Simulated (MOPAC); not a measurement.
MOPAC input (AM1):

```
AM1 1SCF UHF MS=0.5 GEO-OK AUX(PRECISION=9) THREADS=1
C2H3O

C    -0.97165697 1   -0.65156654 1   -0.00520927 1
C     0.00620844 1    0.49447777 1    0.00506174 1
H    -0.45337239 1   -1.61395950 1   -0.01586483 1
H    -1.61078508 1   -0.57064172 1    0.87489567 1
H    -1.61344761 1   -0.55262858 1   -0.88152790 1
O     1.18378704 1    0.45997030 1    0.00292278 1
```

From the last part of the output:

```
                                                       MOPAC v23.2.5 Linux

          FINAL HEAT OF FORMATION =         -8.31714 KCAL/MOL =     -34.79892 KJ/MOL

          COSMO AREA              =         80.01 SQUARE ANGSTROMS
          COSMO VOLUME            =         61.78 CUBIC ANGSTROMS

          IONIZATION POTENTIAL    =          9.343980 EV
          ALPHA SOMO LUMO (EV)    =         -9.344  0.889
          BETA  SOMO LUMO (EV)    =        -13.113  0.531
          NO. OF ALPHA ELECTRONS  =          9
          NO. OF BETA  ELECTRONS  =          8
          MOLECULAR WEIGHT        =         43.0451         POINT GROUP:  Cs

          MOLECULAR DIMENSIONS (Angstroms)

            Atom       Atom       Distance
            O     6    H     4     3.10357
            H     3    C     2     1.85183
            H     4    H     5     1.65826

          SCF CALCULATIONS        =          1

   ATOM   CHEMICAL          X               Y               Z
  NUMBER   SYMBOL      (ANGSTROMS)     (ANGSTROMS)     (ANGSTROMS)

     1       C         -0.97165697  *  -0.65156654  *  -0.00520927  *
     2       C          0.00620844  *   0.49447777  *   0.00506174  *
     3       H         -0.45337239  *  -1.61395950  *  -0.01586483  *
     4       H         -1.61078508  *  -0.57064172  *   0.87489567  *
     5       H         -1.61344761  *  -0.55262858  *  -0.88152790  *
     6       O          1.18378704  *   0.45997030  *   0.00292278  *

                             CARTESIAN COORDINATES

   1    C       -0.971656970    -0.651566540    -0.005209270
   2    C        0.006208440     0.494477770     0.005061740
   3    H       -0.453372390    -1.613959500    -0.015864830
   4    H       -1.610785080    -0.570641720     0.874895670
   5    H       -1.613447610    -0.552628580    -0.881527900
   6    O        1.183787040     0.459970300     0.002922780

           Empirical Formula: C2 H3 O  =     6 atoms

      MOLECULAR POINT GROUP   :   Cs

          ALPHA EIGENVALUES
 -40.68024 -31.60240 -21.63188 -16.89748 -16.19717 -15.92495 -13.71173 -13.68239
  -9.34398   0.88923   3.26821   3.82146   3.92515   4.37949   5.89208

           BETA EIGENVALUES
 -40.04900 -31.18170 -20.70989 -15.99066 -15.76150 -15.25401 -13.61533 -13.11309
   0.53074   1.36745   3.76329   4.03943   4.12410   4.46282   6.71817

              NET ATOMIC CHARGES AND DIPOLE CONTRIBUTIONS

  ATOM NO.   TYPE          CHARGE      No. of ELECS.   s-Pop       p-Pop
    1          C          -0.238293        4.2383     1.22444     3.01385
    2          C           0.098838        3.9012     1.44720     2.45396
    3          H           0.102989        0.8970     0.89701
    4          H           0.110321        0.8897     0.88968
    5          H           0.110321        0.8897     0.88968
    6          O          -0.184176        6.1842     1.89384     4.29034
 DIPOLE           X         Y         Z       TOTAL
 POINT-CHG.    -1.865    -0.820    -0.006     2.037
 HYBRID         0.044    -0.515    -0.005     0.517
 SUM           -1.821    -1.335    -0.011     2.258

          ATOMIC ORBITAL ELECTRON POPULATIONS

     Atom    s        px        py        pz
    1  C   1.22444   1.01292   0.94990   1.05103
    2  C   1.44720   0.89391   0.94231   0.61775
    3  H   0.89701
    4  H   0.88968
    5  H   0.88968
    6  O   1.89384   1.20057   1.67584   1.41393

                    (SZ)    =    0.500000
                    (S**2)  =    0.754455

          ATOMIC ORBITAL SPIN POPULATIONS

    Atom   Total    s     px     py     pz
         Atomic
    1  C  0.1717  0.029  0.050  0.083  0.010
    2  C  0.5918  0.155  0.066  0.337  0.034
    3  H  0.0279  0.028
    4  H -0.0090 -0.009
    5  H -0.0090 -0.009
    6  O  0.2266  0.004  0.014  0.242 -0.034

 **********************
 *                    *
 * JOB ENDED NORMALLY *
 *                    *
 **********************

 == MOPAC DONE ==
```

The geometry given is a B3LYP-D3(BJ)/def2-TZVP minimum.
